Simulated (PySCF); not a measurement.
# ClH₆⁺: breathing scan

Level of theory: PBE0/[Cl def2-TZVP, H def2-TZVP], no relativity, density fitting, PySCF.

Rigid scan from the singlet minimum (Cl–H 1.379 Å (×6); H–Cl–H 90.0° (×12), H–Cl–H 180.0° (×3)). Coordinate: all bonds to the central atom scaled together. Energies in kJ/mol from the minimum.

Q: Predict the curve at 0.88, 0.92, 0.96, 1.00, 1.04, 1.08, 1.14, 1.22, 1.35.

A: 
```csv
scale of all bonds to the centre,E (kJ/mol)
0.88,206.2
0.92,81.6
0.96,18.2
1.00,0.0
1.04,14.6
1.08,52.5
1.14,137.7
1.22,279.2
1.35,523.2
```

At long bonds a restricted determinant can lie too high, and another spin state can fall below this curve.

The scan took 7.8 s on 2 threads of a shared Arm Neoverse V1 host; the process peaked at 1.3 GiB.
